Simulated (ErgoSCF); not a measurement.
# [N2H5]+ (SMILES N[NH3+]): B3P86(VWN5)/6-311G

What is the energy change on altering one bond length of [N2H5]+ at B3P86(VWN5)/6-311G? 

The results are computed with ErgoSCF 3.8.

9 further runs of the same task are left out: 3 that didn't finish, 6 set aside as unsound or not needed.

## 1. The system as given

[N2H5]+: 7 atoms, total charge +1, spin state singlet. As SMILES, `N[NH3+]`. The shape is that of a GFN2-xTB optimisation.

Bond lengths: N1–N2 1.428 Å, N1–H3 1.016 Å, N1–H4 1.016 Å, N2–H5 1.036 Å, N2–H6 1.036 Å, N2–H7 1.042 Å. Angles: N1–N2–H5 108.0°, N1–N2–H6 108.0°, N1–N2–H7 116.6°, N2–N1–H3 112.3°, N2–N1–H4 112.3°, H5–N2–H6 106.9°, H5–N2–H7 108.4°, H6–N2–H7 108.4°, H3–N1–H4 109.8°.

## 2. A single-point energy at B3P86(VWN5)/6-311G

job.ego

```
set_nthreads(1)
scf.use_diagonalization = 1
tmpdir = "."
charge = 1
basis = "6-311G"
scf.convergence_threshold = 1e-06
scf.max_number_of_iterations = 150
XC.type = "LMG"
scf.output_mulliken_pop = 1
molecule_inline Angstrom
N       -0.438190      -0.751510       0.037660
N        0.122150       0.559720      -0.036280
H       -0.219510      -1.215240       0.914850
H       -0.152390      -1.337080      -0.741980
H       -0.205920       0.998530      -0.915880
H       -0.267800       1.119300       0.743960
H        1.161650       0.626280      -0.002340
EOF
run "B3P86"
```

Started as:

```bash
ergo job.ego
```

Output:

```text
[...]
INDF Weighted mixed functional:
[...]
INSC Energy   1 =        -66.56213104535
[...]
INDE E_LUMO =         -0.20874126494
[...]
INSC Energy  14 =       -112.17949095773  ( diff     -0.000000000003155 )
[...]
RESC CONVERGED after  14 iterations.
RESC FINAL ENERGY:       -112.17949095773
[...]
INSC SCF: dipole_moment_x [atomic units] =       0.76166277
INSC SCF: dipole_moment_y [atomic units] =       0.64779074
INSC SCF: dipole_moment_z [atomic units] =      -0.01675497
[...]
```

Wall time 8.7 s (1 thread of Intel Xeon at 2.50GHz (Skylake/Cascade Lake), shared host); peak memory 0.27 GiB.

## 3. The distorted shape at the same level

input.ego

```
# B3P86 on H5N2
set_nthreads(1)
molecule_inline Angstrom
N       -0.405386      -0.795387       0.125611
N        0.154954       0.515843       0.051671
H       -0.186706      -1.259117       1.002801
H       -0.119586      -1.380957      -0.654029
H       -0.205920       0.998530      -0.915880
H       -0.234996       1.075423       0.831911
H        1.194454       0.582403       0.085611
EOF
XC.type = "LMG"
scf.max_number_of_iterations = 150
basis = "6-311G"
scf.output_mulliken_pop = 1
scf.use_diagonalization = 1
charge = 1
tmpdir = "."
scf.convergence_threshold = 1e-06
run "B3P86"
```

Started as:

```bash
ergo < input.ego
```

Output:

```text
[...]
INDF Weighted mixed functional:
[...]
INSC Energy   1 =        -66.51259467167
[...]
INDE E_LUMO =         -0.22086885579
[...]
INSC Energy  14 =       -112.17173441339  ( diff     -0.000000000013586 )
[...]
RESC CONVERGED after  14 iterations.
RESC FINAL ENERGY:       -112.17173441339
[...]
INSC SCF: dipole_moment_x [atomic units] =       0.80090763
INSC SCF: dipole_moment_y [atomic units] =       0.59196236
INSC SCF: dipole_moment_z [atomic units] =       0.09467750
[...]
```

Run time: 8.4 s. Hardware: 1 thread of Intel Xeon at 2.50GHz (Skylake/Cascade Lake), shared host; peak memory 0.27 GiB.

## 4. What came out

At B3P86(VWN5)/6-311G:

| quantity | value |
| --- | --- |
| first shape: total energy | -112.17949 Eh |
| distorted shape: total energy | -112.17173 Eh |
| energy change with the N2–H5 bond stretched from 1.036 to 1.140 Å | 0.211 eV |

With the N2–H5 bond stretched from 1.036 to 1.140 Å the energy rises by 0.21 eV (4.9 kcal/mol). The first shape isn't relaxed at this level, so the change isn't measured from a minimum.
